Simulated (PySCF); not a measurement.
First SCF of a structure search on doublet [SiH2]+, at a hand-made linear geometry. PySCF input:

```python
from pyscf import gto, scf, dft
mol = gto.M(atom='''
Si     0.000000     0.000000     0.000000
H      0.000000     0.000000     1.450400
H      0.000000     0.000000    -1.450400''',
    basis={'Si': 'def2-TZVP', 'H': 'def2-TZVP'},
    charge=1, spin=1)
mf = dft.UKS(mol, xc='PBE0')
mf.grids.atom_grid = (50, 194)
aux = {'Si': 'def2-universal-JKFIT', 'H': 'def2-universal-JKFIT'}
mf = mf.density_fit(auxbasis=aux)
mf.conv_tol = 1e-08
mf.diis_space = 10
mf.max_cycle = 60
mf.init_guess = 'minao'
mf.verbose = 4
mf.kernel()
```

Excerpt of the output (cycles alone):

```
init E= -290.32612834968
cycle= 1 E= -290.093814644965  delta_E= 0.232  |g|= 0.172  |ddm|= 0.94
cycle= 2 E= -290.11913739358  delta_E= -0.0253  |g|= 0.101  |ddm|= 0.437
cycle= 3 E= -290.122676741706  delta_E= -0.00354  |g|= 0.0112  |ddm|= 0.103
cycle= 4 E= -290.122812664618  delta_E= -0.000136  |g|= 0.00303  |ddm|= 0.0215
cycle= 5 E= -290.12283125533  delta_E= -1.86e-05  |g|= 0.000836  |ddm|= 0.00842
cycle= 6 E= -290.122832762714  delta_E= -1.51e-06  |g|= 0.000184  |ddm|= 0.00272
cycle= 7 E= -290.122832815657  delta_E= -5.29e-08  |g|= 3.25e-05  |ddm|= 0.000512
cycle= 8 E= -290.122832816919  delta_E= -1.26e-09  |g|= 2.14e-06  |ddm|= 7.27e-05
Extra cycle  E= -290.122832816925  delta_E= -5.57e-12  |g|= 6.95e-07  |ddm|= 4.41e-06
converged SCF energy = -290.122832816925  <S^2> = 0.75910449  2S+1 = 2.0090839
```

No lower solution of this spin was found by a stability analysis within the unrestricted form.

The search for the lowest solution, with the stability check, took 0.6 s on 2 threads of a shared INTEL XEON PLATINUM 8581C @ 2.30GHz (Emerald Rapids) host, with 49 basis functions; the process peaked at 0.26 GiB.
